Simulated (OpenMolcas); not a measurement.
**C2H8Si (dimethylsilane): a chain of runs**

We compute the energy (singlet C2H8Si, HF/ANO-XS-VDZP), then a single-point energy (singlet C2H8Si, CASSCF(4,4)/ANO-XS-VDZP), then a single-point energy (singlet C2H8Si, CASPT2(4,4)/ANO-XS-VDZP), then the energy (triplet C2H8Si, CASPT2(4,4)/ANO-XS-VDZP) of C2H8Si. 

The calculation is run with OpenMolcas 26.06.

## 1. The structure to begin with

C2H8Si has 11 atoms, charge 0, and is taken as a singlet. As SMILES, `C[SiH2]C`. Geometry: relaxed at PBE0-D4/def2-TZVP.

Bond lengths: C1–Si2 1.872 Å, Si2–C3 1.872 Å, C1–H4 1.092 Å, C1–H5 1.093 Å, C1–H6 1.093 Å, Si2–H7 1.491 Å, Si2–H8 1.491 Å, C3–H9 1.093 Å, C3–H10 1.092 Å, C3–H11 1.093 Å. Some angles: C1–Si2–C3 111.5°, C1–Si2–H7 109.5°, C1–Si2–H8 109.5°, C3–Si2–H7 109.5°, C3–Si2–H8 109.5°, Si2–C1–H4 111.0°, Si2–C1–H5 110.9°, Si2–C1–H6 110.9°, Si2–C3–H9 110.9°, Si2–C3–H10 111.0°.

## 2. A single-point energy at HF/ANO-XS-VDZP (DKH2, RICD fitting) (run 1)

geom.xyz

```xyz
11

C     -1.050200     0.967200    -0.661200
Si    -0.309200    -0.653200    -0.087600
C      1.346600    -0.392300     0.745700
H     -2.015800     0.806900    -1.146100
H     -0.391700     1.464600    -1.377800
H     -1.204900     1.644900     0.182100
H     -0.139900    -1.564200    -1.256100
H     -1.245100    -1.319300     0.863300
H      2.058200     0.075200     0.060400
H      1.772600    -1.342000     1.077400
H      1.244800     0.255200     1.620300
```

step1.input

```
>>> EXPORT MOLCAS_PRINT=2

&gateway
 coord=geom.xyz
 basis=ANO-XS-VDZP
 group=NoSym
 ricd

&seward
 relativistic=R02E00

&scf
 prorbitals=0
```

Command:

```bash
$ export MOLCAS_MEM=1860
$ pymolcas step1.input > step1.log
```

Standard output:

```text
--- Start Module: gateway ---
[...]
--- Stop Module: gateway /rc=_RC_ALL_IS_WELL_ ---
--- Start Module: seward ---
[...]
      Basis functions           86
--- Stop Module: seward /rc=_RC_ALL_IS_WELL_ ---
--- Start Module: scf ---
[...]
       Convergence after  10 Iterations
[...]
::    Total SCF energy                               -369.9538327998
[...]
      Total spin, S                                     0.0000000000
[...]
      Total electronic charge=   34.000000
      Total            charge=   -0.000000
[...]
      Dipole Moment (debye):
      Origin of the operator (angstrom)=   -0.0835   -0.1891   -0.0235
                   X=  3.2253E-01               Y=  6.6458E-01               Z=  9.1512E-02           Total=  7.4436E-01
      Quadrupole Moment (debye*angstrom):
[...]
--- Stop Module: scf /rc=_RC_ALL_IS_WELL_ ---
[...]
```

Run time: 3.3 s. Hardware: 1 thread of Arm Neoverse V1, shared host; peak memory 0.083 GiB.

## 3. The energy at CASSCF(4,4)/ANO-XS-VDZP (DKH2, RICD fitting) (run 2)

geom.xyz is that of step 2.

step2.input

```
* C2H8Si CASSCF
>>> EXPORT MOLCAS_PRINT=2

&gateway
 coord=geom.xyz
 basis=ANO-XS-VDZP
 group=NoSym
 ricd

&seward
 relativistic=R02E00

&rasscf
 fileorb=$CurrDir/step1.ScfOrb
 spin=1
 nactel=4 0 0
 inactive=15
 ras2=4
 orblisting=Nothing
 orbappear=Compact
```

Command:

```bash
$ export MOLCAS_MEM=1860
$ pymolcas step2.input > step2.log
```

Standard output:

```text
--- Start Module: gateway ---
[...]
--- Stop Module: gateway /rc=_RC_ALL_IS_WELL_ ---
--- Start Module: seward ---
[...]
      Basis functions           86
--- Stop Module: seward /rc=_RC_ALL_IS_WELL_ ---
--- Start Module: rasscf ---
[...]
      Number of active orbitals                  4
[...]
      Spin quantum number                      0.0
[...]
      Active orbitals                            4
[...]
      Number of CSFs                            20
[...]
      Number of root(s) required                 1
[...]
      Convergence after 16 iterations
[...]
      printout of CI-coefficients larger than  0.05 for root  1
      energy=    -369.978426
      conf/sym  1111     Coeff  Weight
             1  2200  -0.99215 0.98436
             6  2020   0.05474 0.00300
            10  udud   0.08385 0.00703
            12  0220   0.05106 0.00261
      Natural orbitals and occupation numbers for root  1
      sym 1:   1.985967   1.982632   0.018369   0.013032
      ************************************************************************************************************************
      *                                                    Final results                                                     *
[...]
::    RASSCF root number  1 Total energy:   -369.97842564
[...]
      Total electronic charge=   34.000000
      Total            charge=   -0.000000
[...]
      Dipole Moment (debye):
      Origin of the operator (angstrom)=   -0.0835   -0.1891   -0.0235
                   X=  3.5404E-01               Y=  7.2936E-01               Z=  1.0047E-01           Total=  8.1695E-01
      Quadrupole Moment (debye*angstrom):
[...]
--- Stop Module: rasscf /rc=_RC_ALL_IS_WELL_ ---
[...]
```

Run time: 5.1 s. Hardware: 1 thread of Arm Neoverse V1, shared host; peak memory 0.083 GiB.

Run 3 isn't shown in full; the table further down has it.

## 4. The triplet: a single-point energy at CASPT2(4,4)/ANO-XS-VDZP (DKH2, RICD fitting, ipea shift 0.25 Eh, pt2 variant SS) (run 4)

step4.inp

```
* C2H8Si CASPT2

&GATEWAY
  Coord
  11
  angstrom
  C       -1.050200       0.967200      -0.661200
  Si      -0.309200      -0.653200      -0.087600
  C        1.346600      -0.392300       0.745700
  H       -2.015800       0.806900      -1.146100
  H       -0.391700       1.464600      -1.377800
  H       -1.204900       1.644900       0.182100
  H       -0.139900      -1.564200      -1.256100
  H       -1.245100      -1.319300       0.863300
  H        2.058200       0.075200       0.060400
  H        1.772600      -1.342000       1.077400
  H        1.244800       0.255200       1.620300
  Basis
  ANO-XS-VDZP
  Group
  NoSym
  RICD

&SEWARD
  Relativistic
  R02E00

&RASSCF
  FileOrb
  $CurrDir/step2.RasOrb
  Spin
  3
  Nactel
  4 0 0
  Inactive
  15
  Ras2
  4
  OrbListing
  Nothing
  OrbAppear
  Compact

&CASPT2
  Imaginary
  0.2
```

Command:

```bash
$ export MOLCAS_MEM=1860
$ pymolcas step4.inp > step4.log
```

Standard output:

```text
--- Start Module: gateway ---
[...]
--- Stop Module: gateway /rc=_RC_ALL_IS_WELL_ ---
[...]
      Basis functions           86
[...]
--- Start Module: rasscf ---
[...]
      Number of active orbitals                  4
[...]
      Spin quantum number                      1.0
[...]
      Active orbitals                            4
[...]
      Number of CSFs                            15
[...]
      Number of root(s) required                 1
[...]
      Convergence after 35 iterations
[...]
      printout of CI-coefficients larger than  0.05 for root  1
      energy=    -369.625048
      conf/sym  1111     Coeff  Weight
             2  2u0u  -0.99397 0.98797
            14  0u2u  -0.09105 0.00829
      Natural orbitals and occupation numbers for root  1
      sym 1:   1.978230   1.002578   0.020792   0.998400
      ************************************************************************************************************************
      *                                                    Final results                                                     *
[...]
::    RASSCF root number  1 Total energy:   -369.62504818
[...]
      Total electronic charge=   34.000000
      Total            charge=   -0.000000
[...]
      Dipole Moment (debye):
      Origin of the operator (angstrom)=   -0.0835   -0.1891   -0.0235
                   X=  2.8006E+00               Y=  1.9805E+00               Z=  1.2317E+00           Total=  3.6445E+00
      Quadrupole Moment (debye*angstrom):
[...]
--- Stop Module: rasscf /rc=_RC_ALL_IS_WELL_ ---
[...]
--- Start Module: caspt2 ---
[...]
      E2 (Variational):          -0.3887961630
      Total energy:            -370.0138443414
[...]
      Reference weight:           0.87283
[...]
::    CASPT2 Root  1     Total energy:   -370.01384434
[...]
--- Stop Module: caspt2 /rc=_RC_ALL_IS_WELL_ ---
[...]
```

Wall time 10 s (1 thread of Arm Neoverse V1, shared host); peak memory 0.083 GiB.

## 5. Overview of the runs

```tsv
run	level	active rule	inactive	partner	energy (Eh)	dipole moment (D) of the reference	wall time
1	HF/ANO-XS-VDZP (DKH2, RICD fitting)	–	–	base	-369.953833	0.74	3.3 s
2	CASSCF(4,4)/ANO-XS-VDZP (DKH2, RICD fitting)	frontier window	15	base	-369.978426	0.82	5.1 s
3	CASPT2(4,4)/ANO-XS-VDZP (DKH2, RICD fitting, ipea shift 0.25 Eh, pt2 variant SS)	frontier window	15	base	-370.358795	0.82	4.8 s
4	CASPT2(4,4)/ANO-XS-VDZP (DKH2, RICD fitting, ipea shift 0.25 Eh, pt2 variant SS)	frontier window	15	triplet	–	–	10 s
```

## 6. Outcome

| quantity | value |
| --- | --- |
| run 3, CASPT2(4,4)/ANO-XS-VDZP: total energy | -370.35879 Eh |
| run 3, CASPT2(4,4)/ANO-XS-VDZP: dipole moment (CASSCF density) | 0.82 D |

Below the HF energy at the same shape and in the same basis (ANO-XS-VDZP): CASSCF(4,4) -24.6 mEh; CASPT2(4,4) -405.0 mEh. Active-space methods hold only the correlation inside their space unless a perturbation or CI step follows. All runs together took 23 s, the longest 10 s. 1 of the 4 runs ended normally but are set aside, since settings or state are in doubt.
